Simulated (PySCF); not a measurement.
PySCF input (CCSD(T)/cc-pVDZ):

```python
from pyscf import gto, scf, mp, cc as ccmod

mol = gto.M(
    atom='''
    O    -0.05310982    0.04475927   -1.62689354
    C     0.01301331   -0.00671820   -0.39864864
    S    -0.01737407    0.00595007    1.09879365
    H     0.62478378   -0.41296608   -2.17365816
    ''',
    basis='cc-pvdz',
    charge=1,
    spin=0,
    verbose=4,
)

mf = scf.RHF(mol)
mf.conv_tol = 1e-10
mf.max_cycle = 100
mf.kernel()
mp2 = mp.MP2(mf, frozen=7).run()
cc = ccmod.CCSD(mf, frozen=7)
cc.max_cycle = 100
cc.kernel()
et = cc.ccsd_t()
print(f'E(CCSD(T)) = {cc.e_tot + et:.9f}')
```

Output:

```
PySCF version 2.14.0

[INPUT] verbose = 4
[INPUT] num. atoms = 4
[INPUT] num. electrons = 30
[INPUT] charge = 1
[INPUT] spin (= nelec alpha-beta = 2S) = 0
[INPUT] symmetry False subgroup None
[INPUT] Mole.unit = angstrom
[INPUT] Symbol           X                Y                Z      unit          X                Y                Z       unit  Magmom
[INPUT]  1 O     -0.053109820000   0.044759270000  -1.626893540000 AA   -0.100363014325   0.084582761835  -3.074383224424 Bohr   0.0
[INPUT]  2 C      0.013013310000  -0.006718200000  -0.398648640000 AA    0.024591591874  -0.012695558050  -0.753336749530 Bohr   0.0
[INPUT]  3 S     -0.017374070000   0.005950070000   1.098793650000 AA   -0.032832233969   0.011244002722   2.076419065911 Bohr   0.0
[INPUT]  4 H      0.624783780000  -0.412966080000  -2.173658160000 AA    1.180670231271  -0.780392789935  -4.107618610826 Bohr   0.0

nuclear repulsion = 87.8699830915044
number of shells = 18
number of NR pGTOs = 100
number of NR cGTOs = 51
basis = cc-pvdz
ecp = {}

******** <class 'pyscf.scf.hf.RHF'> ********
method = RHF
initial guess = minao
damping factor = 0
level_shift factor = 0
DIIS = <class 'pyscf.scf.diis.CDIIS'>
diis_start_cycle = 1
diis_space = 8
diis_damp = 0
SCF conv_tol = 1e-10
SCF conv_tol_grad = None
SCF max_cycles = 100
direct_scf = True
direct_scf_tol = 1e-13
Set gradient conv threshold to 1e-05
Initial guess from minao.
init E= -511.545113535829
  HOMO = -0.360617842765699  LUMO = 0.0177245985478542  gap/eV = 10.29522
cycle= 1 E= -510.38634964077  delta_E= 1.16  |g|= 0.684  |ddm|= 2.02
  HOMO = -0.74402680668023  LUMO = -0.276756783864278  gap/eV = 12.71506
cycle= 2 E= -510.446055244625  delta_E= -0.0597  |g|= 0.558  |ddm|= 0.925
  HOMO = -0.705713228879787  LUMO = -0.194181922667954  gap/eV = 13.91948
cycle= 3 E= -510.523522179201  delta_E= -0.0775  |g|= 0.0606  |ddm|= 0.421
  HOMO = -0.690391256140523  LUMO = -0.177981244486677  gap/eV = 13.94339
cycle= 4 E= -510.524783111675  delta_E= -0.00126  |g|= 0.0227  |ddm|= 0.0791
  HOMO = -0.693213210575329  LUMO = -0.178545731211819  gap/eV = 14.00482
cycle= 5 E= -510.524951158752  delta_E= -0.000168  |g|= 0.00836  |ddm|= 0.0243
  HOMO = -0.694158083192796  LUMO = -0.179372187835929  gap/eV = 14.00804
cycle= 6 E= -510.524987219206  delta_E= -3.61e-05  |g|= 0.00344  |ddm|= 0.0102
  HOMO = -0.694057212954263  LUMO = -0.179475472982323  gap/eV = 14.00248
cycle= 7 E= -510.525005334407  delta_E= -1.81e-05  |g|= 0.00157  |ddm|= 0.01
  HOMO = -0.694234720401007  LUMO = -0.179583063852629  gap/eV = 14.00438
cycle= 8 E= -510.525010875248  delta_E= -5.54e-06  |g|= 0.000576  |ddm|= 0.00645
  HOMO = -0.694189816370569  LUMO = -0.179599041142773  gap/eV = 14.00273
cycle= 9 E= -510.525011593994  delta_E= -7.19e-07  |g|= 0.000206  |ddm|= 0.00245
  HOMO = -0.694195185856869  LUMO = -0.179629374649049  gap/eV = 14.00205
cycle= 10 E= -510.525011658577  delta_E= -6.46e-08  |g|= 3.77e-05  |ddm|= 0.000851
  HOMO = -0.694195396327646  LUMO = -0.179632847303055  gap/eV = 14.00196
cycle= 11 E= -510.525011659613  delta_E= -1.04e-09  |g|= 5.63e-06  |ddm|= 9.76e-05
  HOMO = -0.694194259444074  LUMO = -0.179631670903505  gap/eV = 14.00196
cycle= 12 E= -510.525011659633  delta_E= -1.98e-11  |g|= 2.9e-06  |ddm|= 1e-05
  HOMO = -0.694194453171155  LUMO = -0.179632091526805  gap/eV = 14.00196
Extra cycle  E= -510.525011659638  delta_E= -5e-12  |g|= 1.73e-06  |ddm|= 3.96e-06
converged SCF energy = -510.525011659638

******** <class 'pyscf.mp.mp2.RMP2'> ********
nocc = 8, nmo = 44
frozen orbitals 7
E(RMP2) = -510.963023930434  E_corr = -0.438012270796158
E(SCS-RMP2) = -510.947213345352  E_corr = -0.422201685714391
E_corr(same-spin) = -0.119322737585767
E_corr(oppo-spin) = -0.318689533210391

******** <class 'pyscf.cc.ccsd.CCSD'> ********
CC2 = 0
CCSD nocc = 8, nmo = 44
frozen orbitals 7
max_cycle = 100
direct = 0
conv_tol = 1e-07
conv_tol_normt = 1e-05
diis_space = 6
diis_start_cycle = 0
diis_start_energy_diff = 1e+09
Init t2, MP2 energy = -510.963023925093  E_corr(MP2) -0.438012265455024
Init E_corr(CCSD) = -0.438012265456273
cycle = 1  E_corr(CCSD) = -0.430225866176129  dE = 0.00778639928  norm(t1,t2) = 0.0743612
cycle = 2  E_corr(CCSD) = -0.447459121839627  dE = -0.0172332557  norm(t1,t2) = 0.0281207
cycle = 3  E_corr(CCSD) = -0.446377794827037  dE = 0.00108132701  norm(t1,t2) = 0.014197
cycle = 4  E_corr(CCSD) = -0.448701792772104  dE = -0.00232399795  norm(t1,t2) = 0.00547828
cycle = 5  E_corr(CCSD) = -0.448785119977073  dE = -8.3327205e-05  norm(t1,t2) = 0.00103428
cycle = 6  E_corr(CCSD) = -0.44870622189968  dE = 7.88980774e-05  norm(t1,t2) = 0.000421671
cycle = 7  E_corr(CCSD) = -0.448679313346976  dE = 2.69085527e-05  norm(t1,t2) = 0.00010163
cycle = 8  E_corr(CCSD) = -0.448687114033594  dE = -7.80068662e-06  norm(t1,t2) = 4.08364e-05
cycle = 9  E_corr(CCSD) = -0.448687350733696  dE = -2.36700102e-07  norm(t1,t2) = 1.99062e-05
cycle = 10  E_corr(CCSD) = -0.448687221937535  dE = 1.28796161e-07  norm(t1,t2) = 7.18612e-06
cycle = 11  E_corr(CCSD) = -0.448687060855314  dE = 1.61082221e-07  norm(t1,t2) = 3.46881e-06
cycle = 12  E_corr(CCSD) = -0.4486869229199  dE = 1.37935414e-07  norm(t1,t2) = 1.13312e-06
cycle = 13  E_corr(CCSD) = -0.4486869365236  dE = -1.36037005e-08  norm(t1,t2) = 5.00676e-07
CCSD converged
E(CCSD) = -510.9736985961613  E_corr = -0.4486869365236005
CCSD(T) correction = -0.019685917894624
E(CCSD(T)) = -510.993384514
```

It need not be the lowest isomer of its formula.
